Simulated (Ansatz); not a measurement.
Born–Oppenheimer molecular dynamics of C$_{2}$H$_{7}$O (10 atoms, charge 0, multiplicity 2). It starts from a rough guess of a transition structure, not a stationary point.

Theory: UKS PBE-D4/6-31G* (Ansatz 0.2.0).

| Quantity | Value |
| --- | --- |
| ensemble | NVE (velocity Verlet) |
| time step | 0.5 fs |
| steps asked | 150 |
| starting velocities drawn for | 100 K |
| seed | 323385 |

First frame:

```xyz
10
Properties=species:S:1:pos:R:3
H 0.223 0.280 -0.629
C 0.745 1.530 -0.307
O -0.275 -0.882 -0.798
C -0.707 -1.417 0.384
H 0.135 1.877 0.511
H 1.768 1.324 -0.042
H 0.629 2.093 -1.218
H -1.523 -0.839 0.843
H -1.100 -2.415 0.144
H 0.105 -1.550 1.113
```

**Question.** How far do the bonds stretch over the last three quarters of this one trajectory? (Pairs bonded in most of those frames.)

**Answer.** 
| bond | mean (Å) | spread (Å) | shortest | longest |
| --- | --- | --- | --- | --- |
| H1–C2 | 1.150 | 0.106 | 0.98 | 1.32 |
| C2–H5 | 1.103 | 0.018 | 1.07 | 1.14 |
| C2–H6 | 1.102 | 0.015 | 1.08 | 1.13 |
| C2–H7 | 1.105 | 0.031 | 1.05 | 1.17 |
| O3–C4 | 1.368 | 0.021 | 1.34 | 1.41 |
| C4–H8 | 1.116 | 0.018 | 1.08 | 1.15 |
| C4–H9 | 1.121 | 0.023 | 1.08 | 1.16 |
| C4–H10 | 1.115 | 0.025 | 1.08 | 1.15 |

Mean temperature of the second half: 336 K. The conserved energy stayed within 0.45 meV per atom of its start (net change 0.15 meV per atom), so the integration is sound. The system heated up, since it started high on the potential surface and ran downhill. A run of 0.075 ps of so small a system gives no equilibrium averages.

Run time: 13 min on 1 CPU thread of a shared host.
